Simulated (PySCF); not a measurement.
**How exact exchange moves a shielding**

Molecule: SMILES CC[C@H](C)F, C$_{4}$H$_{9}$F.

Molfile (atoms numbered from 1):
```
C4H9F
     RDKit          3D

 14 13  0  0  0  0  0  0  0  0999 V2000
    1.9050   -0.2788   -0.2754 C   0  0  0  0  0  0  0  0  0  0  0  0
    0.6342    0.3372    0.2841 C   0  0  0  0  0  0  0  0  0  0  0  0
   -0.6288   -0.2746   -0.2902 C   0  0  2  0  0  0  0  0  0  0  0  0
   -1.9031    0.3162    0.2655 C   0  0  0  0  0  0  0  0  0  0  0  0
   -0.6220   -1.6354   -0.0213 F   0  0  0  0  0  0  0  0  0  0  0  0
    1.9791   -0.1247   -1.3640 H   0  0  0  0  0  0  0  0  0  0  0  0
    1.9204   -1.3625   -0.0903 H   0  0  0  0  0  0  0  0  0  0  0  0
    2.8018    0.1601    0.1861 H   0  0  0  0  0  0  0  0  0  0  0  0
    0.6102    1.4227    0.0895 H   0  0  0  0  0  0  0  0  0  0  0  0
    0.6026    0.2163    1.3810 H   0  0  0  0  0  0  0  0  0  0  0  0
   -0.6163   -0.1729   -1.3925 H   0  0  0  0  0  0  0  0  0  0  0  0
   -1.9704    1.3885    0.0297 H   0  0  0  0  0  0  0  0  0  0  0  0
   -2.7806   -0.1895   -0.1622 H   0  0  0  0  0  0  0  0  0  0  0  0
   -1.9346    0.1979    1.3595 H   0  0  0  0  0  0  0  0  0  0  0  0
  1  2  1  0
  2  3  1  0
  3  4  1  0
  3  5  1  0
  1  6  1  0
  1  7  1  0
  1  8  1  0
  2  9  1  0
  2 10  1  0
  3 11  1  6
  4 12  1  0
  4 13  1  0
  4 14  1  0
M  END
```

GIAO shieldings (ppm, equivalent atoms averaged) in PySCF on the PBE0-D3(BJ)/def2-SVP geometry, basis pcSseg-1, gas phase, non-relativistic:

```csv
functional,exact exchange (%),σ(C3),σ(F5)
BLYP,0,78.8,363.8
BP86,0,84.9,367.5
PBE,0,85.2,365.5
B3LYP,20,85.9,378.4
PBE0,25,93.5,382.9
mPW1PW91,25,92.7,383.7
HF,100,109.4,418.6
```

Q: Fit each shielding as a line in the percentage of exact exchange.

A: σ(C3) = 83.6 + 0.27 x (rms 2.8 ppm); σ(F5) = 367.2 + 0.53 x (rms 2.2 ppm). The functionals also differ in their semilocal parts, which the line can't hold; Hartree–Fock has no correlation at all.

Q: What does the line predict for BHandHLYP (50 %), and what does the run give?

A: σ(C3): 97.1 predicted, 95.2 computed; σ(F5): 393.7 predicted, 395.7 computed ppm.
